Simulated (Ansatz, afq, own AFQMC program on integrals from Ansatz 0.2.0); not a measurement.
AFQMC on a folder of integrals that Ansatz 0.2.0 wrote.

```yaml
crystal:
  periodic: [false, false, false]
  atoms:
    - {symbol: O, position_ang: [-1.357755, -0.185315, 0.000000]}
    - {symbol: H, position_ang: [-1.607064, 0.741261, 0.000000]}
    - {symbol: H, position_ang: [-0.215755, -0.185315, 0.000000]}
    - {symbol: N, position_ang: [2.170329, -0.185315, 0.000000]}
    - {symbol: C, position_ang: [1.010245, -0.185315, 0.000000]}
basis:
  gaussian: {orbitals: cc-pVTZ}
magnetization: {spin_polarized: false, initial_magnetization: 1}
correlation: {method: ccsd_t, electrons: outside_noble_gas, hamiltonian_folder: ham}
```

```sh
$ ansatz run in.yaml --threads 1 --pin off --events-out ev --progress --plain --max-ram 16896MiB --backend cuda --devices 0, --max-vram 18GiB
```

Options of the walk:

```
--method phaseless --trial cisd --walkers 1000 --populations 20 --least-time 60 --time-step 0.005 --steps-per-block 50 --equilibration-blocks 28 --max-blocks 4000 --target-error 0.00024 --factor-cut 1e-05 --start spin_pure --seed 6647 --release-times 0.24,0.51,0.99,1.5 --release-step 0.03 --release-every 4 --taylor-order 6
```

Times are imaginary, in 1/Eh. The walk had a cap of 255 s. With eight or more populations the least sampling time is a fifth of least-time, and the error comes from their spread.

Log:

```
orbitals 115  electrons 9 8  factors 703 of 703
reference energy -168.25710981 Eh
CCSD correlation -0.59933272 Eh in 17 cycles, weight of the determinant in the CISD state 0.7954
energy of the start -168.856438 Eh
 block  time / (1/Eh)  mean weight  energy / Eh
     1     0.250  0.9995  -168.847674
     2     0.500  0.9993  -168.858207
     3     0.750  0.9990  -168.866662
     4     1.000  0.9977  -168.873528
     5     1.250  1.0006  -168.878829
     7     1.750  1.0005  -168.877293
     9     2.250  1.0003  -168.883694
    13     3.250  0.9999  -168.883800
    25     6.250  0.9997  -168.882617
    37     9.250  1.0008  -168.884019
    49    12.250  1.0003  -168.885707
    61    15.250  1.0007  -168.884313
    73    18.250  0.9998  -168.885743
    85    21.250  0.9987  -168.893211
    97    24.250  0.9998  -168.883614
   109    27.250  0.9999  -168.884772
   115    28.750  0.9988  -168.880253
   121    30.250  1.0009  -168.880275
   133    33.250  0.9994  -168.886588
   145    36.250  0.9993  -168.884045
   157    39.250  1.0011  -168.886638
   169    42.250  0.9995  -168.883377
   181    45.250  0.9991  -168.885599
   193    48.250  0.9991  -168.883951
   205    51.250  0.9992  -168.890350
   217    54.250  0.9993  -168.882252
   223    55.750  0.9996  -168.894457
   229    57.250  1.0012  -168.882813
   241    60.250  0.9995  -168.884561
   253    63.250  0.9991  -168.885656
   265    66.250  0.9997  -168.881659
error from the spread of 20 populations
released: time / (1/Eh)  energy / Eh  error  mean overlap
  0.24  -168.887403  0.000593  0.9945
  0.51  -168.887682  0.000611  0.9890
  0.99  -168.887899  0.000510  0.9754
  1.50  -168.888589  0.000916  0.9541
energy -168.886202 +/- 0.000500 Eh
(rows thinned)
```

The run passed its tests (sampling time, drift between the halves within three errors, error under three times the target), which doesn't prove that it has relaxed, ending at its cap on processor time.

Against this walk (error 13.6 meV) on the same determinant: CCSD(T) 35.7 meV higher. The error is statistical and leaves out the bias of the constraint. None of these is a sure reference here. Released to 1.50 1/Eh the energy lies 65 ± 28 meV (both errors) below the phaseless value, which shows part or all of the bias of the constraint, and CCSD(T) lies 100.7 meV above the released value.

Cautions: constraint bias not in the error; error above the target (13.6 against 6.5 meV); higher spins were not checked; a spin-contaminated unrestricted determinant lies lower (UHF 341 meV lower, ⟨S²⟩ 0.93); the search met a lower determinant of the same kind, perhaps of another symmetry (41 meV lower); raised T1 diagnostic (T1 0.041, weight of the determinant 0.80, largest double 0.09); the bias of populations of 50 walkers isn't removed.

The walk took 4.3 min on 1 × NVIDIA H100 80GB HBM3 with 2 threads of AMD EPYC 7R13 Processor (Zen 3), on a shared host (the card was shared). The log's last line is the phaseless energy.

A walk keeps the symmetry of its determinant, which the program's search chose and which needn't be the lowest solution, so a lower state of the same spin and another symmetry isn't excluded.
